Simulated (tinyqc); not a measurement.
CCSD on RHF in the sto-6g basis, for CH3-, spin multiplicity 1, step by step (part 2 of 2). The basis has no diffuse functions, so it cannot describe the extra electron: this is an exercise in the method, not the real anion. Computed by tinyqc, a small Python program that keeps every step (integrals from PySCF). Command: `OMP_NUM_THREADS=1 python tinyqc.py 31912 31913 out.jsonl` (the two numbers bound the seeds that draw the settings). One thread of a shared host (Intel(R) Xeon(R) Processor @ 2.60GHz), about 0.4 s of CPU time with the checks.

Geometry (angstrom):
```
atom,x,y,z
C,0.00000,0.00000,0.06300
H,1.04600,0.00000,0.00000
H,-0.52300,0.90600,0.00000
H,-0.52300,-0.90600,0.00000
```

## Integrals over molecular orbitals

coefficients C:
```
,MO1,MO2,MO3,MO4,MO5,MO6,MO7,MO8
1C 1s,0.99487,-0.20270,0.00000,0.00001,-0.01806,-0.22654,0.00000,-0.00015
1C 2s,0.02507,0.54468,0.00000,-0.00007,0.08889,1.54958,0.00000,0.00115
1C 2px,0.00000,0.00004,0.00000,0.45938,0.00000,-0.00072,0.00000,1.22108
1C 2py,0.00000,0.00000,0.45936,0.00000,0.00000,0.00000,1.22107,0.00000
1C 2pz,-0.00094,-0.02167,0.00000,0.00000,0.99644,-0.10743,0.00000,-0.00008
2H 1s,-0.00527,0.26829,0.00000,0.57138,-0.01950,-0.75975,0.00000,-1.01366
3H 1s,-0.00527,0.26822,0.49485,-0.28574,-0.01950,-0.76063,-0.87731,0.50599
4H 1s,-0.00527,0.26822,-0.49485,-0.28574,-0.01950,-0.76063,0.87731,0.50599
```

core Hamiltonian H = T + V (hartree), lower triangle:
```
,1C 1s,1C 2s,1C 2px,1C 2py,1C 2pz,2H 1s,3H 1s,4H 1s
1C 1s,-19.45418
1C 2s,-4.47967,-6.13118
1C 2px,-0.00001,-0.00005,-5.21167
1C 2py,0.00000,0.00000,0.00000,-5.21168
1C 2pz,0.00349,0.03297,0.00000,0.00000,-5.00908
2H 1s,-1.31707,-2.82344,-2.26665,0.00000,0.14493,-4.00741
3H 1s,-1.31671,-2.82296,1.13305,-1.96283,0.14489,-0.85922,-4.00707
4H 1s,-1.31671,-2.82296,1.13305,1.96283,0.14489,-0.85922,-0.85894,-4.00707
```

Given earlier and not repeated: Two-electron integrals (ij|kl) in chemists' order.

(pq|rs) = sum C_ip C_jq C_kr C_ls (ij|kl), one index at a time.

one-electron integrals over orbitals h = C^T H C (hartree), lower triangle:
```
,1,2,3,4,5,6,7,8
1,-19.43930
2,0.36765,-4.91850
3,0.00000,0.00000,-4.42627
4,-0.00003,-0.00006,0.00000,-4.42639
5,0.03096,-0.02025,0.00000,0.00001,-5.00499
6,0.41068,-1.00685,0.00000,0.00075,0.05099,-3.90659
7,0.00000,0.00000,-0.97986,0.00000,0.00000,0.00000,-4.20595
8,0.00027,-0.00075,0.00000,-0.97979,0.00003,0.00020,0.00000,-4.20591
```

Two-electron integrals over orbitals (pq|rs), unique and non-zero (hartree):
```
p,q,r,s,(pq|rs)
1,1,1,1,3.51450
2,1,1,1,-0.28423
2,1,2,1,0.03644
2,2,1,1,0.68972
2,2,2,1,-0.00835
2,2,2,2,0.49735
3,1,3,1,0.00653
3,2,3,1,0.01171
3,2,3,2,0.12700
3,3,1,1,0.59876
3,3,2,1,-0.00279
3,3,2,2,0.48313
3,3,3,3,0.53642
4,1,1,1,1.90e-05
4,1,2,1,-1.73e-06
4,1,2,2,3.20e-06
4,1,3,3,-0.00363
4,1,4,1,0.00654
4,2,1,1,6.29e-06
4,2,2,1,1.58e-06
4,2,2,2,3.00e-05
4,2,3,3,-0.06747
4,2,4,1,0.01171
4,2,4,2,0.12702
4,3,3,1,-0.00364
4,3,3,2,-0.06748
4,3,4,3,0.05356
4,4,1,1,0.59879
4,4,2,1,-0.00279
4,4,2,2,0.48317
4,4,3,3,0.42936
4,4,4,1,0.00363
4,4,4,2,0.06746
4,4,4,4,0.53641
5,1,1,1,-0.02583
5,1,2,1,0.00277
5,1,2,2,-0.00252
5,1,3,3,-0.00095
5,1,4,1,-2.61e-07
5,1,4,2,-1.79e-08
5,1,4,4,-0.00095
5,1,5,1,0.02256
5,2,1,1,0.00982
5,2,2,1,-0.00122
5,2,2,2,-0.00540
5,2,3,3,-0.00225
5,2,4,1,5.73e-08
5,2,4,2,2.00e-07
5,2,4,4,-0.00225
5,2,5,1,0.02243
5,2,5,2,0.08350
5,3,3,1,0.00044
5,3,3,2,-0.00085
5,3,4,3,0.00133
5,3,5,3,0.01953
5,4,1,1,-2.60e-06
5,4,2,1,1.66e-07
5,4,2,2,-2.67e-07
5,4,3,3,0.00133
5,4,4,1,0.00044
5,4,4,2,-0.00084
5,4,4,4,-0.00133
5,4,5,1,-1.63e-06
5,4,5,2,-4.01e-06
5,4,5,4,0.01954
5,5,1,1,0.85283
5,5,2,1,-0.00903
5,5,2,2,0.52903
5,5,3,3,0.48323
5,5,4,1,5.41e-07
5,5,4,2,4.26e-06
5,5,4,4,0.48325
5,5,5,1,0.00338
5,5,5,2,0.01609
5,5,5,4,-2.49e-06
5,5,5,5,0.67455
6,1,1,1,-0.34107
6,1,2,1,0.04478
6,1,2,2,-0.00946
6,1,3,3,-0.00302
6,1,4,1,-1.09e-05
6,1,4,2,-1.24e-05
6,1,4,4,-0.00302
6,1,5,1,0.00202
6,1,5,2,-0.00272
6,1,5,4,-3.24e-07
6,1,5,5,-0.00859
6,1,6,1,0.05525
6,2,1,1,0.27680
6,2,2,1,-0.01022
6,2,2,2,0.06743
6,2,3,3,0.03715
6,2,4,1,-4.86e-06
6,2,4,2,-1.19e-05
6,2,4,4,0.03718
6,2,5,1,-0.00289
6,2,5,2,-0.00309
6,2,5,4,-2.41e-06
6,2,5,5,0.13524
6,2,6,1,-0.01137
6,2,6,2,0.08002
6,3,3,1,0.00361
6,3,3,2,-0.04280
6,3,4,3,0.04218
6,3,5,3,0.00190
6,3,6,3,0.06112
6,4,1,1,-0.00018
6,4,2,1,4.15e-06
6,4,2,2,-0.00006
6,4,3,3,0.04212
6,4,4,1,0.00362
6,4,4,2,-0.04274
6,4,4,4,-0.04217
6,4,5,1,7.47e-08
6,4,5,2,-3.91e-06
6,4,5,4,0.00189
6,4,5,5,-0.00009
6,4,6,1,-2.86e-07
6,4,6,2,-0.00008
6,4,6,4,0.06104
6,5,1,1,-0.00963
6,5,2,1,-0.00090
6,5,2,2,-0.00906
6,5,3,3,-0.00369
6,5,4,1,-7.85e-07
6,5,4,2,-5.41e-06
6,5,4,4,-0.00369
6,5,5,1,0.02440
6,5,5,2,0.07408
6,5,5,4,-1.79e-05
6,5,5,5,0.00388
6,5,6,1,-0.00259
6,5,6,2,-0.00990
6,5,6,4,3.09e-06
6,5,6,5,0.07400
6,6,1,1,0.72574
6,6,2,1,-0.01308
6,6,2,2,0.48562
6,6,3,3,0.47609
6,6,4,1,-1.53e-05
6,6,4,2,-0.00014
6,6,4,4,0.47595
6,6,5,1,-0.00542
6,6,5,2,-0.01203
6,6,5,4,1.97e-06
6,6,5,5,0.51885
6,6,6,1,-0.01443
6,6,6,2,0.05542
6,6,6,4,1.42e-05
6,6,6,5,-0.01519
6,6,6,6,0.49700
7,1,3,1,0.01295
7,1,3,2,0.02025
7,1,4,3,-0.00560
7,1,5,3,0.00090
7,1,6,3,0.00698
7,1,7,1,0.02590
7,2,3,1,0.00865
7,2,3,2,0.00935
7,2,4,3,0.02032
7,2,5,3,0.00342
7,2,6,3,0.04408
7,2,7,1,0.01596
7,2,7,2,0.05244
7,3,1,1,0.24070
7,3,2,1,-0.00492
7,3,2,2,0.06643
7,3,3,3,0.01762
7,3,4,1,0.00258
7,3,4,2,0.05019
7,3,4,4,0.06435
7,3,5,1,0.00018
7,3,5,2,0.00616
7,3,5,4,-0.00122
7,3,5,5,0.11834
7,3,6,1,-0.00518
7,3,6,2,0.07453
7,3,6,4,-0.03007
7,3,6,5,-0.00090
7,3,6,6,0.04799
7,3,7,3,0.11050
7,4,3,1,0.00258
7,4,3,2,0.05019
7,4,4,3,-0.02337
7,4,5,3,-0.00122
7,4,6,3,-0.03006
7,4,7,1,0.00495
7,4,7,2,-0.00474
7,4,7,4,0.03575
7,5,3,1,0.00125
7,5,3,2,0.00819
7,5,4,3,-0.00365
7,5,5,3,0.01847
7,5,6,3,-0.00202
7,5,7,1,0.00237
7,5,7,2,0.00295
7,5,7,4,0.00308
7,5,7,5,0.02470
7,6,3,1,0.01282
7,6,3,2,0.11024
7,6,4,3,-0.05836
7,6,5,3,-0.00105
7,6,6,3,-0.04024
7,6,7,1,0.02321
7,6,7,2,0.00683
7,6,7,4,0.04942
7,6,7,5,0.00730
7,6,7,6,0.11027
7,7,1,1,0.79954
7,7,2,1,-0.00979
7,7,2,2,0.51423
7,7,3,3,0.53322
7,7,4,1,0.00105
7,7,4,2,-0.02394
7,7,4,4,0.46871
7,7,5,1,-0.00052
7,7,5,2,0.00305
7,7,5,4,0.00176
7,7,5,5,0.54961
7,7,6,1,-0.01030
7,7,6,2,0.07822
7,7,6,4,0.03427
7,7,6,5,-0.00192
7,7,6,6,0.51406
7,7,7,3,0.07476
7,7,7,7,0.59249
8,1,1,1,-0.00023
8,1,2,1,3.17e-05
8,1,2,2,-1.73e-06
8,1,3,3,-0.00560
8,1,4,1,0.01295
8,1,4,2,0.02025
8,1,4,4,0.00559
8,1,5,1,1.37e-06
8,1,5,2,-1.70e-06
8,1,5,4,0.00090
8,1,5,5,-5.49e-06
8,1,6,1,2.15e-05
8,1,6,2,-1.77e-05
8,1,6,4,0.00698
8,1,6,5,-3.18e-06
8,1,6,6,-3.90e-05
8,1,7,3,0.00494
8,1,7,7,0.00278
8,1,8,1,0.02590
8,2,1,1,0.00021
8,2,2,1,-6.48e-06
8,2,2,2,0.00005
8,2,3,3,0.02036
8,2,4,1,0.00864
8,2,4,2,0.00933
8,2,4,4,-0.02030
8,2,5,1,-1.85e-06
8,2,5,2,-9.79e-07
8,2,5,4,0.00342
8,2,5,5,0.00010
8,2,6,1,-1.81e-05
8,2,6,2,2.72e-05
8,2,6,4,0.04408
8,2,6,5,-7.94e-06
8,2,6,6,3.30e-05
8,2,7,3,-0.00469
8,2,7,7,0.02872
8,2,8,1,0.01595
8,2,8,2,0.05244
8,3,3,1,0.00258
8,3,3,2,0.05016
8,3,4,3,-0.02335
8,3,5,3,-0.00122
8,3,6,3,-0.03002
8,3,7,1,0.00495
8,3,7,2,-0.00471
8,3,7,4,0.03145
8,3,7,5,0.00308
8,3,7,6,0.04939
8,3,8,3,0.03571
8,4,1,1,0.24069
8,4,2,1,-0.00493
8,4,2,2,0.06640
8,4,3,3,0.06438
8,4,4,1,-0.00258
8,4,4,2,-0.05022
8,4,4,4,0.01760
8,4,5,1,0.00018
8,4,5,2,0.00616
8,4,5,4,0.00122
8,4,5,5,0.11833
8,4,6,1,-0.00518
8,4,6,2,0.07453
8,4,6,4,0.02999
8,4,6,5,-0.00090
8,4,6,6,0.04811
8,4,7,3,0.04327
8,4,7,7,0.08751
8,4,8,1,-0.00495
8,4,8,2,0.00482
8,4,8,4,0.11054
8,5,1,1,-5.49e-06
8,5,2,1,-4.78e-07
8,5,2,2,-4.00e-06
8,5,3,3,-0.00365
8,5,4,1,0.00125
8,5,4,2,0.00819
8,5,4,4,0.00365
8,5,5,1,1.65e-05
8,5,5,2,0.00005
8,5,5,4,0.01847
8,5,5,5,3.45e-06
8,5,6,1,-3.21e-06
8,5,6,2,-8.37e-06
8,5,6,4,-0.00201
8,5,6,5,3.33e-05
8,5,6,6,-1.90e-05
8,5,7,3,0.00308
8,5,7,7,-0.00034
8,5,8,1,0.00237
8,5,8,2,0.00295
8,5,8,4,-0.00309
8,5,8,5,0.02470
8,6,1,1,-3.04e-05
8,6,2,1,-1.39e-06
8,6,2,2,7.80e-06
8,6,3,3,-0.05832
8,6,4,1,0.01282
8,6,4,2,0.11022
8,6,4,4,0.05828
8,6,5,1,-3.25e-06
8,6,5,2,-9.45e-06
8,6,5,4,-0.00105
8,6,5,5,-1.26e-05
8,6,6,1,-1.79e-05
8,6,6,2,-2.19e-05
8,6,6,4,-0.04013
8,6,6,5,-1.35e-05
8,6,6,6,-0.00015
8,6,7,3,0.04939
8,6,7,7,-0.02179
8,6,8,1,0.02321
8,6,8,2,0.00686
8,6,8,4,-0.04946
8,6,8,5,0.00729
8,6,8,6,0.11021
8,7,3,1,0.00105
8,7,3,2,-0.02387
8,7,4,3,0.03223
8,7,5,3,0.00176
8,7,6,3,0.03432
8,7,7,1,0.00281
8,7,7,2,0.02867
8,7,7,4,-0.00634
8,7,7,5,-0.00033
8,7,7,6,-0.02174
8,7,8,3,-0.00631
8,7,8,7,0.03447
8,8,1,1,0.79954
8,8,2,1,-0.00979
8,8,2,2,0.51424
8,8,3,3,0.46862
8,8,4,1,-0.00103
8,8,4,2,0.02410
8,8,4,4,0.53330
8,8,5,1,-0.00052
8,8,5,2,0.00305
8,8,5,4,-0.00176
8,8,5,5,0.54961
8,8,6,1,-0.01030
8,8,6,2,0.07825
8,8,6,4,-0.03445
8,8,6,5,-0.00193
8,8,6,6,0.51400
8,8,7,3,0.08756
8,8,7,7,0.52346
8,8,8,1,-0.00277
8,8,8,2,-0.02860
8,8,8,4,0.07467
8,8,8,5,0.00034
8,8,8,6,0.02189
8,8,8,8,0.59255
```

## CCSD: starting amplitudes

orbital energies (hartree): MO1 -10.51667, MO2 -0.42503, MO3 -0.10752, MO4 -0.10751, MO5 0.22111, MO6 1.12648, MO7 1.27539, MO8 1.27541

t_ij^ab = <ij||ab> / (e_i + e_j - e_a - e_b), whose energy is MP2.

Starting amplitudes (spin orbitals 1a, 1b, ...; amplitudes related by a flip of all spins are not repeated; the 24 largest):
```
from,to,t
5a 5b,6a 6b,-0.04087
4a 4b,8a 8b,-0.03997
3a 3b,7a 7b,-0.03995
2a 2b,6a 6b,-0.02579
2a 3b,6a 7b,-0.02540
2a 4b,6a 8b,-0.02540
3a 3b,6a 6b,-0.02477
4a 4b,6a 6b,-0.02473
3a 4b,7a 8b,-0.01564
2a 2b,7a 7b,-0.01542
2a 2b,8a 8b,-0.01542
2a 3b,6b 7a,0.01502
2a 4b,6b 8a,0.01502
4a 4b,7a 7b,-0.01293
3a 3b,8a 8b,-0.01291
5a 5b,7a 7b,-0.01172
5a 5b,8a 8b,-0.01172
3a 4b,6b 7a,-0.01149
3a 4b,6a 7b,0.01149
3a 3b,6a 8b,0.01147
4a 4b,6a 8b,-0.01146
3a 4b,7b 8a,0.01137
2a 3a,6a 7a,-0.01038
2a 4a,6a 8a,-0.01038
```

correlation energy = -0.0370381 hartree

## CCSD: amplitude update 1

t_i^a D_i^a and t_ij^ab D_ij^ab are set to the remaining terms of the spin-orbital equations, evaluated with the old amplitudes; for the doubles these are <ij||ab> + 1/2 <ab||ef> t_ij^ef + 1/2 <mn||ij> t_mn^ab + P(ij)P(ab) <mb||ej> t_im^ae + terms in t^2 + terms with t1, D the orbital-energy denominators.

Amplitudes after update 1 (spin orbitals 1a, 1b, ...; amplitudes related by a flip of all spins are not repeated; the 24 largest):
```
from,to,t
5a 5b,6a 6b,-0.05445
4a 4b,8a 8b,-0.05074
3a 3b,7a 7b,-0.05073
3a 3b,6a 6b,-0.03260
4a 4b,6a 6b,-0.03255
2a 3b,6a 7b,-0.03233
2a 4b,6a 8b,-0.03233
2a 2b,6a 6b,-0.03036
2a 3b,6b 7a,0.02147
2a 4b,6b 8a,0.02146
3a 4b,7a 8b,-0.01968
2a 2b,8a 8b,-0.01858
2a 2b,7a 7b,-0.01858
3a 4b,7b 8a,0.01656
3a 4b,6b 7a,-0.01550
3a 4b,6a 7b,0.01550
3a 3b,6a 8b,0.01547
4a 4b,6a 8b,-0.01546
4a 4b,7a 7b,-0.01446
3a 3b,8a 8b,-0.01445
5a 5b,7a 7b,-0.01314
5a 5b,8a 8b,-0.01314
2a 3a,6a 7a,-0.01086
2a 4a,6a 8a,-0.01086
```

correlation energy = -0.0472382 hartree

## CCSD: convergence

E_corr = 1/4 sum <ij||ab> t_ij^ab + 1/2 sum <ij||ab> t_i^a t_j^b; stop when the norm of the change is below 1e-8.

Course of the amplitude iterations:
```
update,correlation energy (hartree),norm of the change
0,-0.0370381,-
1,-0.0472382,6.93e-02
2,-0.0503413,2.33e-02
3,-0.0518951,8.49e-03
4,-0.0518909,1.01e-03
5,-0.0518929,1.66e-04
6,-0.0518921,1.67e-05
7,-0.0518923,2.90e-06
8,-0.0518923,8.21e-07
9,-0.0518923,1.83e-07
10,-0.0518923,5.39e-08
11,-0.0518923,9.60e-09
```

Converged amplitudes (spin orbitals 1a, 1b, ...; amplitudes related by a flip of all spins are not repeated; the 24 largest):
```
from,to,t
5a 5b,6a 6b,-0.06283
4a 4b,8a 8b,-0.05619
3a 3b,7a 7b,-0.05617
3a 3b,6a 6b,-0.03636
4a 4b,6a 6b,-0.03631
2a 3b,6a 7b,-0.03506
2a 4b,6a 8b,-0.03505
2a 2b,6a 6b,-0.03208
2a 3b,6b 7a,0.02522
2a 4b,6b 8a,0.02522
3a 4b,7a 8b,-0.02152
3a 4b,7b 8a,0.02021
2a 2b,8a 8b,-0.01989
2a 2b,7a 7b,-0.01989
3a 4b,6b 7a,-0.01717
3a 4b,6a 7b,0.01717
3a 3b,6a 8b,0.01714
4a 4b,6a 8b,-0.01712
4a 4b,7a 7b,-0.01442
3a 3b,8a 8b,-0.01439
5a 5b,7a 7b,-0.01157
5a 5b,8a 8b,-0.01157
2a 3a,6a 7a,-0.00984
2a 4a,6a 8a,-0.00983
```

CCSD total energy = -39.2376201 hartree

T1 diagnostic, norm of the one-spin t1 over sqrt(correlated electrons) = 0.00169

Converged in 11 updates, with DIIS from the third.
